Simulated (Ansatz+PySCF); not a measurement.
Two shapes of doublet C₂H₄Cl.

Shape 1:

```xyz
7

C     0.0144    0.0000   -0.9057
C    -0.2534    0.0000    0.5246
Cl    1.3345    0.0000    1.4722
H     0.2060    0.9290   -1.4272
H     0.2060   -0.9290   -1.4272
H    -0.7537    0.8960    0.8816
H    -0.7537   -0.8960    0.8816
```

Shape 2:

```xyz
7

C     0.0059    0.0000   -0.9109
C    -0.2620    0.0000    0.5195
Cl    1.3860    0.0000    1.5030
H     0.1974    0.9290   -1.4323
H     0.1974   -0.9290   -1.4323
H    -0.7623    0.8960    0.8765
H    -0.7623   -0.8960    0.8765
```

Basis set: cc-pVTZ on H, C; cc-pV(T+d)Z on Cl (spherical functions). Frozen core: 7 orbitals. Correlation on ROHF uses semicanonical orbitals with singles. Charge 0, multiplicity 2.

Computed with Ansatz (development build ahead of 0.2.0) and PySCF 2.14.0; each method stands on the lowest determinant of its kind that the runs found.

(1) Which shape is lower in energy, and by how much in each method?

Results:

(1)

```csv
method,E(2) − E(1) (eV)
ROHF,0.053
UHF,0.042
ROHF-MP2,0.052
UHF-MP2,0.054
ROHF-CCSD(T),0.028
```

Shape 1 is lower.
